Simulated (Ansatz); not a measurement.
BaCeO3 (Pnma, No. 62), treated with PBEsol in Ansatz (PAW).

Settings: plane-wave cutoff 520 eV, 6×4×6 k mesh (along the axes of the cell as run), Fermi–Dirac smearing 0.01 eV, no spin polarisation, scalar-relativistic PAW data made under PBE.

Cell (relaxed with PBEsol):

```xyz
20
Lattice="6.1927 0.0000 0.0000 0.0000 8.7294 0.0000 0.0000 0.0000 6.1964" Properties=species:S:1:pos:R:3 pbc="T T T"
Ba     0.1614     2.1823     3.1504
Ba     6.0313     6.5470     3.0460
Ba     2.9349     6.5470     0.0522
Ba     3.2578     2.1823     6.1442
Ce     3.0964     0.0000     3.0982
Ce     0.0000     0.0000     0.0000
Ce     0.0000     4.3647     0.0000
Ce     3.0964     4.3647     3.0982
O      2.9702     2.1823     2.5853
O      3.2225     6.5470     3.6111
O      0.1261     6.5470     5.6835
O      6.0666     2.1823     0.5129
O      1.7377     0.3941     4.8298
O      4.4550     8.3352     1.3666
O      1.3587     8.3352     1.7316
O      4.8341     0.3941     4.4648
O      4.8341     3.9705     4.4648
O      1.3587     4.7588     1.7316
O      4.4550     4.7588     1.3666
O      1.7377     3.9705     4.8298
```

What does this level give for the band gap?


- band gap = 2.25 eV

Note: the 4f shell is treated without U or exact exchange, so its levels and filling can be wrong.

Spin–orbit coupling is not included.

Computed values are for the static lattice.

Computing time: around 11 core-minutes (rough).

Ansatz is a quantum-chemistry and plane-wave program.
